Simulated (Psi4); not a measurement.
# One shape, several levels: doublet C4H10O+

We compute a comparison of 4 runs (UHF/3-21G, UB3LYP/6-31G*, UHSE06/cc-pVDZ, UTPSSh/cc-pVDZ) of doublet C4H10O+. 

The results are computed with Psi4 1.11.

## (1) The system as given

C4H10O+ has 15 atoms, charge +1, and is taken as a doublet. SMILES of the parent species: `CC(C)CO`. The coordinates come from a PBE0-D4/def2-TZVP relaxation. This is one conformer, not always the lowest. That shape belongs to the parent species and isn't relaxed for this state.

Bond lengths: C1–C2 1.521 Å, C2–C3 1.521 Å, C2–C4 1.522 Å, C4–O5 1.411 Å, C1–H6 1.093 Å, C1–H7 1.093 Å, C1–H8 1.096 Å, C2–H9 1.097 Å, C3–H10 1.093 Å, C3–H11 1.095 Å, C3–H12 1.092 Å, C4–H13 1.093 Å, C4–H14 1.102 Å, O5–H15 0.960 Å. Some angles: C1–C2–C3 111.1°, C1–C2–C4 111.5°, C3–C2–C4 109.7°, C2–C4–O5 114.1°, C1–C2–H9 108.4°, C3–C2–H9 108.8°, C4–C2–H9 107.1°, C2–C1–H6 112.0°, C2–C1–H7 111.1°, C2–C1–H8 110.8°.

## (2) The energy at UHF/3-21G (run 1)

The input, job.py:

```python
import psi4

psi4.set_memory(1600000000)
psi4.set_num_threads(1)
psi4.core.set_output_file('output.dat', False)

mol = psi4.geometry("""
1 2
C
C 1 1.521111
C 2 1.520866 1 111.1498
C 2 1.522392 3 109.68871 1 -123.81078
O 4 1.410898 2 114.08075 3 -175.06232
H 1 1.093431 2 111.96174 3 176.16588
H 1 1.092588 6 106.92454 2 121.90997
H 1 1.095582 7 107.5307 6 -116.11377
H 2 1.096897 3 108.82982 4 -116.84533
H 3 1.093141 2 111.49567 9 -59.50496
H 3 1.094791 10 107.74272 2 121.93322
H 3 1.092366 10 107.82337 11 115.78254
H 4 1.093205 5 105.70448 2 -120.44666
H 4 1.101707 13 107.11935 5 118.34682
H 5 0.959883 4 108.41079 13 171.83812
symmetry c1
no_reorient
no_com
""")

psi4.set_options({
    'reference': 'uhf',
    'puream': True,
    'e_convergence': 1e-09,
    'd_convergence': 1e-08,
    'scf_type': 'pk',
    'maxiter': 200,
})

e, wfn = psi4.energy("scf/3-21G", molecule=mol, return_wfn=True)
psi4.oeprop(wfn, "WIBERG_LOWDIN_INDICES", "DIPOLE", "MULLIKEN_CHARGES", title="SCF")
print(f'scf/3-21G energy: {e:.10f} Eh')
for k, v in sorted(psi4.core.scalar_variables().items()):
    print(f'{k:45s} {v:18.10f}')
```

Run with:

```bash
python job.py
```

output.dat:

```text
[...]
  Running in c1 symmetry.
[...]
  Nuclear repulsion =  193.835856157199714
[...]
  Multiplicity = 2
[...]
  Nalpha       = 21
  Nbeta        = 20
[...]
    Number of basis functions: 65
[...]
   @UHF iter   1:  -230.39826844745730   -4.51022e-01   5.52248e-03 ADIIS/DIIS
[...]
   @UHF iter  21:  -230.53021290289956   -2.70006e-12   6.94270e-09 DIIS
[...]
   @S^2 Observed:                7.593350785E-01
[...]
    Orbital Energies [Eh]
    ---------------------
    Alpha Occupied:
       1A    -20.941823     2A    -11.479802     3A    -11.390806
       4A    -11.340990     5A    -11.330846     6A     -1.825180
       7A     -1.317577     8A     -1.199235     9A     -1.118440
      10A     -1.061526    11A     -1.059549    12A     -0.983417
      13A     -0.939649    14A     -0.843928    15A     -0.792556
      16A     -0.771085    17A     -0.727980    18A     -0.709166
      19A     -0.680581    20A     -0.662895    21A     -0.654593
    Alpha Virtual:
      22A     -0.023222    23A      0.071822    24A      0.094420
      25A      0.100901    26A      0.147142    27A      0.155400
[...]
  @UHF Final Energy:  -230.53021290289956
   => Energetics <=
    Nuclear Repulsion Energy =            193.8358561571997143
    One-Electron Energy =                -686.3900382550471022
    Two-Electron Energy =                 262.0239691949478242
    Total Energy =                       -230.5302129028995637
  UHF NO Occupations:
  HONO-2 :   19  A 1.9986727
  HONO-1 :   20  A 1.9980829
[...]
 Multipole Moments:
 ------------------------------------------------------------------------------------
     Multipole            Electronic (a.u.)      Nuclear  (a.u.)        Total (a.u.)
 ------------------------------------------------------------------------------------
 L = 1.  Multiply by 2.5417464519 to convert [e a0] to [Debye]
 Dipole X            :          2.1734140           -1.2386009            0.9348132
 Dipole Y            :          5.6662676           -4.6625389            1.0037287
 Dipole Z            :          1.3205467           -1.5353827           -0.2148361
 Magnitude           :                                                    1.3883449
[...]
  Mulliken Charges: (a.u.)
   Center  Symbol    Alpha    Beta     Spin     Total
       1     C     3.28893  3.29987 -0.01094 -0.58881
       2     C     3.25382  3.14847  0.10535 -0.40230
       3     C     3.28363  3.27976  0.00387 -0.56339
       4     C     3.03587  3.16949 -0.13362 -0.20536
       5     O     4.61078  3.59992  1.01087 -0.21070
       6     H     0.40634  0.40530  0.00104  0.18835
       7     H     0.35590  0.35416  0.00174  0.28994
       8     H     0.38345  0.38208  0.00137  0.23446
       9     H     0.34829  0.35406 -0.00577  0.29765
      10     H     0.37775  0.37792 -0.00017  0.24434
      11     H     0.38307  0.38361 -0.00053  0.23332
[...]
```

Standard output:

```text
scf/3-21G energy: -230.5302129029 Eh
CURRENT ENERGY                                   -230.5302129029
CURRENT REFERENCE ENERGY                         -230.5302129029
DD SOLVATION ENERGY                                 0.0000000000
HF KINETIC ENERGY                                 230.1021828605
HF POTENTIAL ENERGY                              -460.6323957634
HF TOTAL ENERGY                                  -230.5302129029
HF VIRIAL RATIO                                     2.0018601738
NUCLEAR REPULSION ENERGY                          193.8358561572
ONE-ELECTRON ENERGY                              -686.3900382550
PCM POLARIZATION ENERGY                             0.0000000000
PE ENERGY                                           0.0000000000
SCF ITERATION ENERGY                             -230.5302129029
SCF ITERATIONS                                     21.0000000000
SCF TOTAL ENERGY                                 -230.5302129029
TWO-ELECTRON ENERGY                               262.0239691949
```

It took 1.3 s on 1 thread of AMD EPYC 9R45 (Zen 5), shared host; peak memory 0.21 GiB.

## (3) The energy at UB3LYP/6-31G(d) (spherical functions) (run 2)

The input, calc.dat:

```
memory 1.6 GB

molecule {
  1 2
  C     -0.894400    -0.093100     1.101200
  C      0.344700     0.123400     0.245900
  C      1.128800    -1.169000     0.078800
  C     -0.012300     0.687300    -1.122400
  O     -0.647600     1.946300    -1.078300
  H     -1.432100     0.840900     1.285900
  H     -0.631200    -0.507000     2.077500
  H     -1.582400    -0.796400     0.619200
  H      0.983900     0.863600     0.742600
  H      2.031500    -1.015500    -0.518300
  H      0.523400    -1.931600    -0.421700
  H      1.433000    -1.573600     1.046800
  H      0.899800     0.836400    -1.706300
  H     -0.629200    -0.045900    -1.666100
  H     -1.515900     1.834100    -0.684800
  symmetry c1
  no_reorient
  no_com
}

set {
  basis                6-31G*
  reference            uks
  puream               true
  e_convergence        1e-09
  d_convergence        1e-08
  scf_type             pk
  dft_radial_points    99
  dft_spherical_points 590
  maxiter              200
}

e_tot, wfn = energy('b3lyp', return_wfn=True)
oeprop(wfn, 'LOWDIN_CHARGES', 'MAYER_INDICES', 'DIPOLE')
```

Run with:

```bash
psi4 calc.dat calc.out -n 1
```

calc.out:

```text
[...]
  Running in c1 symmetry.
[...]
  Nuclear repulsion =  193.835868581027654
[...]
  Multiplicity = 2
[...]
  Nalpha       = 21
  Nbeta        = 20
[...]
    Number of basis functions: 90
[...]
   @UKS iter   1:  -232.99660241937497   -2.49696e-02   8.26742e-03 ADIIS/DIIS
[...]
   @UKS iter  18:  -233.29753132832249   -4.23483e-12   6.10021e-09 DIIS
[...]
   @S^2 Observed:                7.532639659E-01
[...]
    Orbital Energies [Eh]
    ---------------------
    Alpha Occupied:
       1A    -19.498132     2A    -10.491264     3A    -10.426306
       4A    -10.363409     5A    -10.361158     6A     -1.354257
       7A     -1.042989     8A     -0.932569     9A     -0.884252
      10A     -0.814168    11A     -0.789894    12A     -0.718620
      13A     -0.699374    14A     -0.667512    15A     -0.621765
      16A     -0.610123    17A     -0.586509    18A     -0.576565
      19A     -0.555749    20A     -0.542066    21A     -0.536618
    Alpha Virtual:
      22A     -0.159299    23A     -0.098713    24A     -0.075567
      25A     -0.073055    26A     -0.032964    27A     -0.027652
[...]
  @UKS Final Energy:  -233.29753132832249
   => Energetics <=
    Nuclear Repulsion Energy =            193.8358685810276540
    One-Electron Energy =                -689.2905955162649434
    Two-Electron Energy =                 289.4587955764180265
    DFT Exchange-Correlation Energy =     -27.3015999695032079
    Empirical Dispersion Energy =           0.0000000000000000
    VV10 Nonlocal Energy =                  0.0000000000000000
    Total Energy =                       -233.2975313283224921
[...]
 Multipole Moments:
 ------------------------------------------------------------------------------------
     Multipole            Electronic (a.u.)      Nuclear  (a.u.)        Total (a.u.)
 ------------------------------------------------------------------------------------
 L = 1.  Multiply by 2.5417464519 to convert [e a0] to [Debye]
 Dipole X            :          2.6484047           -3.2110226           -0.5626180
 Dipole Y            :        -20.8124676           21.4805169            0.6680493
 Dipole Z            :         10.7863421          -11.3961824           -0.6098402
 Magnitude           :                                                    1.0652389
[...]
```

Wall time 45 s (1 thread of AMD EPYC 9R45 (Zen 5), shared host); peak memory 1 GiB.

Run 3 isn't shown in full; the table further down has it.

## (4) Energy and gradient at UTPSSh/cc-pVDZ (run 4)

The input, calc.inp:

```
memory 1.6 GB

molecule system {
  1 2
  C     -0.894400    -0.093100     1.101200
  C      0.344700     0.123400     0.245900
  C      1.128800    -1.169000     0.078800
  C     -0.012300     0.687300    -1.122400
  O     -0.647600     1.946300    -1.078300
  H     -1.432100     0.840900     1.285900
  H     -0.631200    -0.507000     2.077500
  H     -1.582400    -0.796400     0.619200
  H      0.983900     0.863600     0.742600
  H      2.031500    -1.015500    -0.518300
  H      0.523400    -1.931600    -0.421700
  H      1.433000    -1.573600     1.046800
  H      0.899800     0.836400    -1.706300
  H     -0.629200    -0.045900    -1.666100
  H     -1.515900     1.834100    -0.684800
  units angstrom
  symmetry c1
}

set reference uks
set puream true
set e_convergence 1e-09
set d_convergence 1e-08
set scf_type pk
set dft_radial_points 99
set dft_spherical_points 590
set maxiter 200

gradient('tpssh/cc-pVDZ')
print_variables()
```

Run with:

```bash
psi4 -i calc.inp -o calc.out -n 1
```

calc.out (excerpt; [...] marks lines left out):

```text
[...]
  Running in c1 symmetry.
[...]
  Nuclear repulsion =  193.835868581027654
[...]
  Multiplicity = 2
[...]
  Nalpha       = 21
  Nbeta        = 20
[...]
    Number of basis functions: 120
[...]
   @UKS iter   1:  -232.95367972010851    1.10944e-01   6.90380e-03 ADIIS/DIIS
[...]
   @UKS iter  18:  -233.33587426444834   -3.15481e-12   4.58660e-09 DIIS
[...]
   @S^2 Observed:                7.530989678E-01
[...]
  @UKS Final Energy:  -233.33587426444834
   => Energetics <=
    Nuclear Repulsion Energy =            193.8358685810276540
    One-Electron Energy =                -689.3094740747588958
    Two-Electron Energy =                 292.6886967261103223
    DFT Exchange-Correlation Energy =     -30.5509654968274091
    Empirical Dispersion Energy =           0.0000000000000000
    VV10 Nonlocal Energy =                  0.0000000000000000
    Total Energy =                       -233.3358742644483641
[...]
 Multipole Moments:
[...]
  -Total Gradient:
     Atom            X                  Y                   Z
    ------   -----------------  -----------------  -----------------
       1        0.005116265284    -0.006461545787     0.010797479957
       2       -0.000967436614     0.028148251283    -0.067256024272
       3        0.001727961223    -0.002712813285     0.026585021647
       4       -0.004471781858    -0.036472037634     0.055322738336
       5       -0.031738971217     0.020795841343     0.003879969259
       6        0.003308302762    -0.004914080753    -0.003267208934
       7       -0.004314800243     0.003049823268    -0.005524405664
       8        0.003732125731     0.005180107922    -0.000140868074
       9       -0.002938062824    -0.009856421653     0.005261069810
      10       -0.005720355999     0.000210821190     0.001346379796
      11        0.002193993193     0.005270697721     0.000299309508
      12       -0.000106908801    -0.002548147891    -0.011008594121
[...]
```

It took 3.5 min on 1 thread of AMD EPYC 9R45 (Zen 5), shared host; peak memory 0.82 GiB.

## (5) Overview of the runs

```
run                                level         integration grid      task  energy (Eh)  HOMO energy (eV)  LUMO energy (eV)   ⟨S²⟩  wall time
  1                            UHF/3-21G                        –    energy  -230.530213            -17.79             -6.48  0.759      1.3 s
  2  UB3LYP/6-31G* (spherical functions)  99 radial × 590 angular    energy  -233.297531            -14.55            -12.44  0.753       45 s
  3                       UHSE06/cc-pVDZ  99 radial × 590 angular  gradient  -233.055444            -14.34            -12.57  0.754    2.1 min
  4                       UTPSSh/cc-pVDZ  99 radial × 590 angular  gradient  -233.335874            -14.06            -12.57  0.753    3.5 min
```

## (6) Results

| quantity | value |
| --- | --- |
| run 4: total energy | -233.33587 Eh |
| run 4: HOMO energy (highest over α and β) | -14.06 eV |
| run 4: LUMO energy (lowest over α and β) | -12.57 eV |
| run 4: ⟨S²⟩ | 0.753 |
| run 4: largest force on an atom | 3.749 eV/Å |

Totals of different functionals can't be ranked against each other. All runs together took 6.5 min, the longest 3.5 min.
